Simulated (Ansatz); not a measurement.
Ideal-gas functions of `NC1=C(F)C1` at 500 K and 1 bar, from an Ansatz frequency run at PBE0-D4/def2-TZVP.

Molar mass 73.07 g/mol, point group C1 (symmetry number 1), electronic degeneracy 1, moments of inertia 46.235, 132.469, 174.71 u Å². Harmonic wavenumbers (cm⁻¹, unscaled): 165, 267, 330, 456, 530, 607, 753, 819, 990, 1090, 1119, 1154, 1292, 1346, 1526, 1643, 2058, 3004, 3060, 3577, 3677.

Use S(trans) = R[1.5 ln M + 2.5 ln T − 1.1517]; rotational temperatures θ = 24.2544 K / I; S(rot) = R[ln(√π/σ · √(T³/θAθBθC)) + 1.5]; for each mode x = 1.438777 ν̃/T, S = R[x/(eˣ − 1) − ln(1 − e⁻ˣ)] and H = RT x/(eˣ − 1); 1 cm⁻¹ = 0.0119627 kJ/mol; R = 8.31446 J/(mol·K).

**Question.** By hand: the entropy, in J/(mol·K).

**Answer.** Translation 173.1. Rotation: θ = 0.5246, 0.1831, 0.1388 K, giving 112.7. Vibration, mode by mode: 14.59, 10.71, 9.05, 6.63, 5.57, 4.66, 3.34, 2.88, 1.95, 1.55, 1.45, 1.34, 0.97, 0.86, 0.56, 0.42, 0.15, 0.01, 0.01, 0.00, 0.00, in all 66.7. Electronic 0.0. Sum 352.5 J/(mol·K).

**Question.** By hand: H − E and G − E in kJ/mol, counted from the electronic energy.

**Answer.** Zero-point energy ½ × 29463 × 0.0119627 = 176.2; thermal vibration 19.6; translation, rotation and pV give 4 RT = 16.6. H − E = 212.4 kJ/mol, and G − E = 212.4 − 500 × 352.5/1000 = 36.1 kJ/mol.

Vibration gives 19 % of the entropy. The sum counts one conformer and one mirror image; others add a mixing term.
